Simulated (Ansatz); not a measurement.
Geometry optimisation, RKS PBE0-D4/6-31G* (Ansatz 0.2.0).

Input file:

```yaml
crystal:
  periodic: [false, false, false]
  atoms:
    - { symbol: Si, position_ang: [0.158544, 0.013835, 0.112002] }
    - { symbol: H, position_ang: [0.476772, 0.026223, 1.520697] }
    - { symbol: H, position_ang: [1.592841, 0.02606, -0.056858] }
    - { symbol: Cl, position_ang: [-0.807802, 1.66671, -0.570979] }
    - { symbol: F, position_ang: [-0.590355, -1.292128, -0.417362] }
basis:
  gaussian: { orbitals: "6-31G*" }
hamiltonian:
  xc: pbe0
  dispersion: d4
relax:
  f_tol: 0.03
  max_steps: 50
```

Run as:

```bash
$ ansatz run input.yaml --threads 1 --pin off --max-ram 2048MiB --backend cpu --events-out ev --progress --plain --runs-dir out
```

Problem. Where does it end, and by what steps?

Solution. The run converged. After 4 steps the energy has fallen by 0.582 eV; H3 moved furthest, 0.31 Å.

```csv
step,energy less start (eV),largest force component (eV/Å),accepted
0,0.0000,1.711,yes
1,-0.4936,0.534,yes
2,-0.5742,0.236,yes
3,-0.5820,0.079,yes
4,-0.5824,0.025,yes
```

```xyz
5
Properties=species:S:1:pos:R:3
Si 0.247 0.010 0.175
H 0.196 0.030 1.652
H 1.623 0.030 -0.365
Cl -0.731 1.671 -0.517
F -0.505 -1.299 -0.357
```

Whether the end is a true minimum wasn't checked by a vibrational analysis.

Time of the run: 13 s on 1 thread of Intel(R) Xeon(R) Platinum 8259CL CPU @ 2.50GHz (Skylake/Cascade Lake) (shared host), peak memory 0.14 GiB.
